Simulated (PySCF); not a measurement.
SMILES C#N, CHN

Molfile (atoms numbered from 1):
```
CHN
     RDKit          3D

  3  2  0  0  0  0  0  0  0  0999 V2000
   -0.0279   -0.0024   -0.0048 C   0  0  0  0  0  0  0  0  0  0  0  0
    1.1256    0.0199   -0.0119 N   0  0  0  0  0  0  0  0  0  0  0  0
   -1.1071   -0.0232    0.0018 H   0  0  0  0  0  0  0  0  0  0  0  0
  1  2  3  0
  1  3  1  0
M  END
```

Method: GIAO B3LYP/IGLO-III magnetisability, rotational g tensor and spin-rotation constants, non-relativistic, gas phase in PySCF 2.14.0. Geometry: PBE0-D3(BJ)/def2-SVP.

Q: Give the nuclear spin-rotation constants along the inertial axes (H = +C I·J) beside the isotropic shieldings.

A: Rotational constants –, 44.2966, 44.2966 GHz. A star marks the isotopologue with that one atom substituted, in its own axes.
| atom | isotope | Caa (kHz) | Cbb (kHz) | Ccc (kHz) | mean (kHz) | σ (ppm) |
| --- | --- | --- | --- | --- | --- | --- |
| N2 | 14N | – | 10.979 | 10.979 | 10.979 | -49.3 |
| H3 | 1H | – | -4.656 | -4.656 | -4.656 | 28.8 |
| C1 | 13C* | – | 19.089 | 19.089 | 19.089 | 68.7 |

For the geometry as given, no vibrational averaging.
